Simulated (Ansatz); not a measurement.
**[GeH$_{3}$···H···F], doublet: transfer scan**

Starting geometry:

```csv
atom,x (Å),y (Å),z (Å)
Ge,-0.6093,0.0000,0.0000
H,-1.1207,1.4466,0.0000
H,-1.1207,-0.7233,1.2528
H,-1.1207,-0.7233,-1.2528
H,0.9251,0.0000,0.0000
F,2.4587,0.0000,0.0000
```

From there H5 is moved from one fragment to the other while all else, the fragments' distance too, stays fixed; atoms are numbered as listed. Energies are in eV, counted from the starting geometry at the same level.

Basis cc-pVDZ; Ansatz 0.2.0. Only valence electrons are correlated (noble-gas cores and the filled d shells of p-block atoms frozen). R marks a restricted (for open shells ROHF) determinant, U an unrestricted one. Active spaces: valence = (15e, 12o) chosen from the atoms' valence shells. No spin–orbit coupling is included, and no scalar relativity.

Runs in a small pair space aren't shown, since their orbitals change along the scan.

Full CI isn't at hand for all of this; UCCSDT(Q) serves as the reference, and is uncertain by about the last step of the cluster series. The frozen core follows each run's orbitals, which can shift R against U totals by a few meV for light atoms and by up to 0.1 eV past Ca.

```
distance Ge1-H5 (Å)  UCCSDT(Q)  error RCCSD  error RCCSD(T)  error BCCD(T)  error UCCSDT  error RCCSDT(Q)  error MRCISD (valence space)
              1.534      0.000        0.000           0.000          0.000         0.000            0.000                         0.000
              1.625     -0.096        0.020           0.007          0.006         0.003            0.001                         0.008
              1.806     -0.471        0.056           0.013          0.011         0.009            0.001                        -0.002
              1.987     -1.215        0.030           0.009          0.006         0.007            0.003                        -0.018
              2.168     -1.627        0.004           0.003          0.001         0.003            0.003                        -0.039
```

Errors are those of relative energies. In total energy the starting point itself misses UCCSDT(Q) by: RCCSD 0.152, RCCSD(T) 0.032, BCCD(T) 0.033, UCCSDT 0.009, RCCSDT(Q) 0.001, MRCISD (valence space) 0.552 eV.

Spread of the error over the points with a reference, to 2.168 Å (largest less smallest): RCCSDT(Q) 0.003, UCCSDT 0.009, BCCD(T) 0.011, RCCSD(T) 0.013, MRCISD (valence space) 0.047, RCCSD 0.056 eV.
